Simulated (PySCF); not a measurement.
Simulated 1H ENDOR lines of a doublet radical (isotropic, first order, 3362.5 mT).

Class means under 0.5 MHz are left out. Line positions in MHz: 124.12, 136.56, 137.31, 141.58, 144.75, 149.03, 149.78, 162.21.

Question: What is the proton Larmor frequency at this field?

Answer: νH = 5.58569 × 7.62259 MHz/T × 3.3625 T = 143.17 MHz.

Question: Pair the lines and read off the couplings.

Answer: For S = 1/2 in fast tumbling each set of equivalent nuclei gives two lines, ν± = |νn ± a/2| to first order, with νn = g_N μN B/h and μN/h = 7.62259 MHz/T. A pair with |a| < 2νn is centred on νn and split by |a|; one with |a| > 2νn is centred on |a|/2 and split by 2νn.

| lower line | upper line | centred on | \|a\| (MHz) |
| --- | --- | --- | --- |
| 124.12 | 162.21 | νn | 38.10 |
| 136.56 | 149.78 | νn | 13.22 |
| 137.31 | 149.03 | νn | 11.72 |
| 141.58 | 144.75 | νn | 3.17 |

Species: C₆H₅ (doublet state).
Atom-mapped SMILES: `[CH2:1]=[C:2]1[C:3]=[CH:4][CH:5]=[CH:6]1` (hydrogens: H7, H8 on C1; H9 on C4; H10 on C5; H11 on C6)

Question: This is the radical. Which protons give which coupling, and how does each split the EPR lines?

Answer: 38.1 MHz (computed sign +): H9, 2 bonds from C3, on C4 of spin population -0.13, a 1:1 doublet of 1.359 mT; 13.2 MHz (computed sign +): H11, 3 bonds from C3, a 1:1 doublet of 0.472 mT; 11.7 MHz (computed sign +): H10, 3 bonds from C3, a 1:1 doublet of 0.418 mT; 3.2 MHz (computed sign −): H7, 3 bonds from C3, a 1:1 doublet of 0.113 mT. To first order the positions of ENDOR lines don't depend on how many nuclei share a coupling.

Computed, not measured: UKS B3LYP, pcH-1 on C H, non-relativistic, mean-field spin-orbit, GIAO in PySCF 2.14.0. Isolated species at its GFN2-xTB geometry, gas phase. A GFN2-xTB geometry isn't a minimum of the functional, and hyperfine couplings can be far from their values at a DFT geometry. Stability of the SCF solution: not tested.

The largest Mulliken spin populations are on C3 (+1.05), C4 (-0.13) and C5 (+0.09). C3 is the only atom above +0.15.
